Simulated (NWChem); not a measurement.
System: Li2; SMILES [Li][Li]

Output (shortened):

```
             Northwest Computational Chemistry Package (NWChem) 7.3.0
             --------------------------------------------------------

                             Geometry "geometry" -> ""
                             -------------------------

 Output coordinates in angstroms (scale by  1.889725989 to convert to a.u.)

  No.       Tag          Charge          X              Y              Z
 ---- ---------------- ---------- -------------- -------------- --------------
    1 Li                   3.0000     0.00000000     0.00000000    -1.39355900
    2 Li                   3.0000     0.00000000     0.00000000     1.39355900

 Effective nuclear repulsion energy (a.u.)       1.7087885195

                                 NWChem DFT Module
                                 -----------------

 Summary of "ao basis" -> "ao basis" (spherical)
 ------------------------------------------------------------------------------
       Tag                 Description            Shells   Functions and Types
 ---------------- ------------------------------  ------  ---------------------
 Li                        def2-svpd                 6       12   3s3p

            General Information
            -------------------
          SCF calculation type: DFT
          Wavefunction type:  closed shell.
          No. of atoms     :     2
          No. of electrons :     6
           Alpha electrons :     3
            Beta electrons :     3
          Charge           :     0
          Spin multiplicity:     1
          Use of symmetry is: off; symmetry adaption is: off
          Maximum number of iterations: 150
          AO basis - number of functions:    24
                     number of shells:    12
          Convergence on energy requested:  1.00D-06
          Convergence on density requested:  1.00D-05
          Convergence on gradient requested:  5.00D-04

              XC Information
              --------------
                         B3LYP Method XC Potential
                     Hartree-Fock (Exact) Exchange  0.200
                        Slater Exchange Functional  0.800 local
                    Becke 1988 Exchange Functional  0.720 non-local
              Lee-Yang-Parr Correlation Functional  0.810
                  VWN I RPA Correlation Functional  0.190 local

             Grid Information
             ----------------
          Grid used for XC integration:  medium
          Radial quadrature: Mura-Knowles
          Angular quadrature: Lebedev.
          Tag              B.-S. Rad. Rad. Pts. Rad. Cut. Ang. Pts.
          ---              ---------- --------- --------- ---------
          Li                  1.45       49          15.0       434
          Grid pruning is: on
          Number of quadrature shells:    98
          Spatial weights used:  Erf1

      Superposition of Atomic Density Guess
      -------------------------------------

 Sum of atomic energies:         -14.85012796

      Non-variational initial energy
      ------------------------------

 Total energy =     -14.791990
 1-e energy   =     -22.779351
 2-e energy   =       6.278573
 HOMO         =      -0.159122
 LUMO         =      -0.021329

   convergence    iter        energy       DeltaE   RMS-Dens  Diis-err
 ---------------- ----- ----------------- --------- --------- ---------
 d= 0,ls=0.0,diis     1    -15.0008555260 -1.67D+01  1.17D-02  7.57D-03
 d= 0,ls=0.0,diis     2    -15.0032523815 -2.40D-03  3.36D-03  3.72D-04
 d= 0,ls=0.0,diis     3    -15.0033978543 -1.45D-04  9.01D-04  4.09D-05
 d= 0,ls=0.0,diis     4    -15.0034199001 -2.20D-05  3.91D-05  2.99D-08
 d= 0,ls=0.0,diis     5    -15.0034199165 -1.64D-08  3.81D-06  9.71D-11

         Total DFT energy =      -15.003419916543
      One electron energy =      -22.992602110887
           Coulomb energy =        9.982855287125
    Exchange-Corr. energy =       -3.702461612319
 Nuclear repulsion energy =        1.708788519538

 Numeric. integr. density =        6.000000088328

                       DFT Final Molecular Orbital Analysis
                       ------------------------------------

 Vector    1  Occ=2.000000D+00  E=-2.000861D+00
              MO Center=  2.8D-13,  2.7D-13, -1.9D-06, r^2= 2.1D+00
   Bfn.  Coefficient  Atom+Function         Bfn.  Coefficient  Atom+Function
  ----- ------------  ---------------      ----- ------------  ---------------
     1      0.701785  1 Li s                 13      0.701784  2 Li s

[...]

                                NWChem TDDFT Module
                                -------------------

            General Information
            -------------------
           No. of orbitals :      48
            Alpha orbitals :      24
             Beta orbitals :      24
        Alpha frozen cores :       0
         Beta frozen cores :       0
     Alpha frozen virtuals :       0
      Beta frozen virtuals :       0
         Spin multiplicity :       1
    Number of AO functions :      24
        Use of symmetry is : off
      Symmetry adaption is : off
         Schwarz screening :  0.10D-07

              XC Information
              --------------
                  B3LYP Method XC Potential
              Hartree-Fock (Exact) Exchange   0.20
                 Slater Exchange Functional   0.80 local
             Becke 1988 Exchange Functional   0.72 non-local
       Lee-Yang-Parr Correlation Functional   0.81
           VWN I RPA Correlation Functional   0.19 local

             TDDFT Information
             -----------------
          Calculation type : Tamm-Dancoff TDDFT
         Wavefunction type : Restricted singlets
          No. of electrons :       6
           Alpha electrons :       3
            Beta electrons :       3
              No. of roots :       6
          Max subspacesize :    5200
            Max iterations :     100
               Target root :       1
           Target symmetry : none
      Symmetry restriction : off
                 Algorithm : Optimal
        Davidson threshold :  0.10D-03

    6 smallest eigenvalue differences (eV)
--------------------------------------------------------
  No. Spin  Occ  Vir  Irrep   E(Occ)    E(Vir)   E(Diff)
--------------------------------------------------------
    1    1    3    4 a        -0.132    -0.053     2.142
    2    1    3    5 a        -0.132    -0.032     2.717
    3    1    3    6 a        -0.132    -0.032     2.717
    4    1    3    7 a        -0.132    -0.020     3.041
    5    1    3    8 a        -0.132     0.015     3.981
    6    1    3    9 a        -0.132     0.015     3.981
--------------------------------------------------------

  Entering Davidson iterations
  Restricted singlet excited states

  Iter   NTrls   NConv    DeltaV     DeltaE      Time
  ----  ------  ------  ---------  ---------  ---------
    1      6       0     0.33E-01   0.10+100        0.2
    2     12       0     0.84E-02   0.56E-02        0.2
    3     18       2     0.13E-02   0.79E-04        0.2
    4     22       6     0.84E-04   0.18E-05        0.2
  ----  ------  ------  ---------  ---------  ---------
  Convergence criterion met

  Ground state a         -15.003419916543 a.u.

  ----------------------------------------------------------------------------
  Root   1 singlet a              0.076248314 a.u.                2.0748 eV
  ----------------------------------------------------------------------------
     Transition Moments    X -0.00000   Y -0.00000   Z -3.64043
     Dipole Oscillator Strength                    0.6736653459
     Electric Quadrupole                           0.0000000000
     Magnetic Dipole                               0.0000000000
     Total Oscillator Strength                     0.6736653459

     Occ.    3  a   ---  Virt.    4  a       -0.98689
     Occ.    3  a   ---  Virt.   11  a       -0.08592
     Occ.    3  a   ---  Virt.   12  a        0.11407
     Occ.    3  a   ---  Virt.   18  a       -0.07466
  ----------------------------------------------------------------------------
  Root   2 singlet a              0.099395583 a.u.                2.7047 eV
  ----------------------------------------------------------------------------
     Transition Moments    X -2.31185   Y  2.31182   Z -0.00000
     Dipole Oscillator Strength                    0.7083030087
     Electric Quadrupole                           0.0000000000
     Magnetic Dipole                               0.0000000000
     Total Oscillator Strength                     0.7083030087

     Occ.    3  a   ---  Virt.    5  a        0.99219
     Occ.    3  a   ---  Virt.   15  a       -0.12399
  ----------------------------------------------------------------------------
  Root   3 singlet a              0.099395583 a.u.                2.7047 eV
  ----------------------------------------------------------------------------
     Transition Moments    X  2.31182   Y  2.31185   Z -0.00000
     Dipole Oscillator Strength                    0.7083030090
     Electric Quadrupole                           0.0000000000
     Magnetic Dipole                               0.0000000000
     Total Oscillator Strength                     0.7083030090

     Occ.    3  a   ---  Virt.    6  a       -0.99219
     Occ.    3  a   ---  Virt.   14  a        0.12399
  ----------------------------------------------------------------------------
  Root   4 singlet a              0.099619662 a.u.                2.7108 eV
  ----------------------------------------------------------------------------
     Transition Moments    X -0.00000   Y -0.00000   Z -0.00000
     Dipole Oscillator Strength                    0.0000000000
     Electric Quadrupole                           0.0000004621
     Magnetic Dipole                               0.0000000000
     Total Oscillator Strength                     0.0000004621

[...]
```

Level: B3LYP/def2-SVPD, TDA. Structure relaxed at the PBE0/def2-SVP level. B3LYP is NWChem's, with the RPA form of VWN correlation.

**Question.** Which NWChem input produces such a log?

**Answer.** This is not unique; one that fits is the input that was run:
```
start job
memory heap 200 mb stack 900 mb global 1100 mb
geometry units angstroms noautosym nocenter noautoz
  Li     0.000000     0.000000    -1.393559
  Li     0.000000     0.000000     1.393559
end
basis spherical
  * library def2-svpd
end
dft
  xc b3lyp
  iterations 150
end
tddft
  cis
  nroots 6
  notriplet
end
task tddft energy
```
